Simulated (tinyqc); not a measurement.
Geometry optimisation on the UHF/sto-3g surface (energies and gradients from PySCF), for H2O, spin multiplicity 3, step by step. The optimisation ends on separated fragments, where the gradient is small because the surface is flat. Computed by tinyqc, a small Python program that keeps every step (integrals from PySCF). Settings: charge = 0, multiplicity = 3, basis = sto-3g, optimiser = bfgs, first Hessian = 0.15, largest step = 0.5, iteration cap = 30. Command: `OMP_NUM_THREADS=1 python tinyqc.py 24550 24551 out.jsonl` (the two numbers bound the seeds that draw the settings). One thread of a shared host (Intel(R) Xeon(R) Processor @ 2.60GHz), about 2 s of CPU time with the checks.

## Step 1: energy and gradient

positions at the start (bohr):
```
            x          y         z
1O  -0.058582  -0.030236  0.079368
2H  -0.103935   1.424853  0.954312
3H   0.037795  -1.441861  0.937304
```

Self-consistent energy and analytic gradient at these positions.

energy = -74.49710366 hartree

gradient (hartree/bohr):
```
              x            y            z
1O   0.00996395   0.04480491   0.39712828
2H   0.01581019  -0.44949574  -0.21162936
3H  -0.02577414   0.40469083  -0.18549892
```

## Step 1: move

Quasi-Newton step p = -H^(-1) g (first H = 0.15 times the unit matrix); steps longer than 0.5 bohr are cut back (factor 0.096 here).

positions after step 1 (bohr):
```
            x          y          z
1O  -0.064983  -0.059019  -0.175757
2H  -0.114092   1.713621   1.090268
3H   0.054353  -1.701845   1.056474
```

## Step 2: energy and gradient

As before.

energy = -74.71035351 hartree

gradient (hartree/bohr):
```
              x            y            z
1O  -0.00673552   0.18237657   0.07541345
2H   0.00569433  -0.17897557  -0.10384220
3H   0.00104120  -0.00340099   0.02842875
```

## Step 2: move

inverse Hessian in use (bohr^2/hartree):
```
           1          2          3          4          5          6          7          8
1   6.663350   0.015026  -0.083764  -0.002956   0.081630   0.035677   0.006272  -0.096656
2   0.015026   6.868857   0.816563   0.034213  -0.983502  -0.475441  -0.049239   0.781312
3  -0.083764   0.816563   5.257516  -0.040996   1.069695   0.393780   0.124760  -1.886258
4  -0.002956   0.034213  -0.040996   6.665636   0.025490   0.007628   0.003987  -0.059702
5   0.081630  -0.983502   1.069695   0.025490   6.050455  -0.165788  -0.107120   1.599713
6   0.035677  -0.475441   0.393780   0.007628  -0.165788   6.647149  -0.043304   0.641229
7   0.006272  -0.049239   0.124760   0.003987  -0.107120  -0.043304   6.656408   0.156359
8  -0.096656   0.781312  -1.886258  -0.059702   1.599713   0.641229   0.156359   4.285642
9   0.048087  -0.341122   1.015370   0.033368  -0.903906  -0.374263  -0.081455   1.245028

           9
1   0.048087
2  -0.341122
3   1.015370
4   0.033368
5  -0.903906
6  -0.374263
7  -0.081455
8   1.245028
9   6.025559
```

Quasi-Newton step p = -H^(-1) g (the inverse Hessian comes from BFGS updates; coordinates in the order x, y, z of each atom); steps longer than 0.5 bohr are cut back (factor 0.231 here).

positions after step 2 (bohr):
```
            x          y          z
1O  -0.049941  -0.412002  -0.256368
2H  -0.122626   1.990026   1.259125
3H   0.047844  -1.625267   0.968227
```

## Convergence

Stop when the largest gradient component is below 3e-5 hartree/bohr. The inverse Hessian follows the BFGS update with s = step, y = change of gradient.

Course of the optimisation:
```
step   E (hartree)  largest gradient (hartree/bohr)
1     -74.49710366                         4.49e-01
2     -74.71035351                         1.82e-01
3     -74.78926859                         1.40e-01
4     -74.81121740                         5.99e-02
5     -74.81821238                         2.66e-02
6     -74.82318081                         2.41e-02
7     -74.82670245                         1.19e-02
8     -74.82895314                         8.57e-03
9     -74.83005267                         5.19e-03
10    -74.83073000                         1.93e-03
11    -74.83107948                         4.02e-03
12    -74.83128635                         1.17e-03
13    -74.83134648                         7.73e-03
14    -74.83140926                         1.24e-03
15    -74.83143729                         3.67e-04
16    -74.83145337                         1.82e-03
17    -74.83146103                         8.70e-04
18    -74.83146522                         6.37e-04
19    -74.83146739                         7.24e-05
20    -74.83146745                         1.25e-03
21    -74.83146863                         2.25e-05
```

Final distances (angstrom):
```
pair   distance
2H-1O  4.004495
3H-1O  1.013928
3H-2H  3.357114
```

Converged in 21 steps.
